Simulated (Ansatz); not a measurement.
# CH2N (doublet): the correlation ladder at distance H1–H2 along a hydrogen transfer = 0.745 Å, cc-pVDZ

Aim: climb from Hartree-Fock through coupled cluster and multireference methods for CH2N (doublet) at one geometry and basis, and see what each rung misses.

Computed with Ansatz 0.2.0, Gaussian basis. Level: cc-pVDZ, core rule «outside noble gas», up to 2 orbitals frozen.

Plan: UHF; CCSD(T) on ROHF; CCSD(T) on UHF; BCCD(T) on ROHF; CISD; CCSDT(Q) on ROHF; CCSDT(Q) on UHF; CASSCF and MRCISD+Q, 3 electrons in 3 orbitals; CASSCF and NEVPT2, 3 electrons in 3 orbitals; CASSCF and MRCISD+Q, 11 electrons in 10 orbitals; CASSCF and NEVPT2, 11 electrons in 10 orbitals.

6 further runs of the same task are left out: 1 for a known fault of the program, 1 for a mislabelled method, 4 that didn't finish.

## 1. The geometry

The geometry derives from fragments relaxed apart (PBE0/def2-TZVP) and kept rigid, so it is no stationary point. A hydrogen atom is moved between rigid fragments.

4 atoms, charge 0, spin multiplicity 2.

Atoms are counted from 1 here; the program's logs count them from 0.

Bond lengths: H1–H2 0.745 Å, H2–C4 1.358 Å, N3–C4 1.160 Å. Angles: H1–H2–C4 180.0°, H2–C4–N3 180.0°.

## 2. UHF

Contents of in.yaml:

```yaml
crystal:
  periodic: [false, false, false]
  atoms:
    - {symbol: H, position_ang: [0.000000, 0.000000, -1.527771]}
    - {symbol: H, position_ang: [0.000000, 0.000000, -0.782771]}
    - {symbol: N, position_ang: [0.000000, 0.000000, 1.735313]}
    - {symbol: C, position_ang: [0.000000, 0.000000, 0.575229]}
basis:
  gaussian: {orbitals: cc-pVDZ}
magnetization: {spin_polarized: true, initial_magnetization: 1}
hamiltonian: {xc: hf}
output: {orbitals: {seedname: orbitals}}
```

Launch:

```sh
$ ansatz run in.yaml --threads 1 --pin off --events-out ev --progress --plain --max-ram 2393MiB
```

The runs that follow: CCSD(T) on ROHF; CCSD(T) on UHF; BCCD(T) on ROHF; CISD; CCSDT(Q) on ROHF; CCSDT(Q) on UHF; CASSCF and MRCISD+Q, 3 electrons in 3 orbitals; CASSCF and NEVPT2, 3 electrons in 3 orbitals; CASSCF and MRCISD+Q, 11 electrons in 10 orbitals; CASSCF and NEVPT2, 11 electrons in 10 orbitals.

Before running them: what should the planned runs give, taken together? Wanted: RCCSDT(Q) below the RHF energy; RMP2 from RCCSDT(Q); UMP2 from RCCSDT(Q); RCCSD from RCCSDT(Q); RCCSD(T) from RCCSDT(Q); UCCSD(T) from RCCSDT(Q); UCCSDT(Q) from RCCSDT(Q); NEVPT2 pair from RCCSDT(Q); MRCISD+Q pair from RCCSDT(Q).

The runs gave:

| quantity | value |
| --- | --- |
| RCCSDT(Q) below the RHF energy | -9.2072 eV |
| RMP2 from RCCSDT(Q) | +17.88 kcal/mol |
| UMP2 from RCCSDT(Q) | +32.73 kcal/mol |
| RCCSD from RCCSDT(Q) | +9.96 kcal/mol |
| RCCSD(T) from RCCSDT(Q) | +1.29 kcal/mol |
| UCCSD(T) from RCCSDT(Q) | +1.97 kcal/mol |
| UCCSDT(Q) from RCCSDT(Q) | -0.02 kcal/mol |
| NEVPT2 pair from RCCSDT(Q) | +17.57 kcal/mol |
| MRCISD+Q pair from RCCSDT(Q) | +4.44 kcal/mol |
| NEVPT2 valence from RCCSDT(Q) | +21.31 kcal/mol |
| levels within 1 kcal/mol (43 meV) | UCCSDT(Q), MRCISD+Q valence |
| T1 diagnostic | 0.030 |
| effectively unpaired electrons | 1.09 |

**Reading.** RCCSD(T) lands +1.29 kcal/mol from the yardstick (0.6 % of the correlation energy). CCSD(T) misses by +1.29 kcal/mol on the restricted determinant and by +1.97 kcal/mol on the unrestricted one; the two need not hold the same state or core. One determinant dominates. Of the multireference levels listed MRCISD+Q valence comes nearest in total energy (+0.49 kcal/mol), which doesn't show that its space is the better one. These misses are within one basis, not against nature; the frozen cores of restricted and unrestricted runs differ, which can shift their rows.
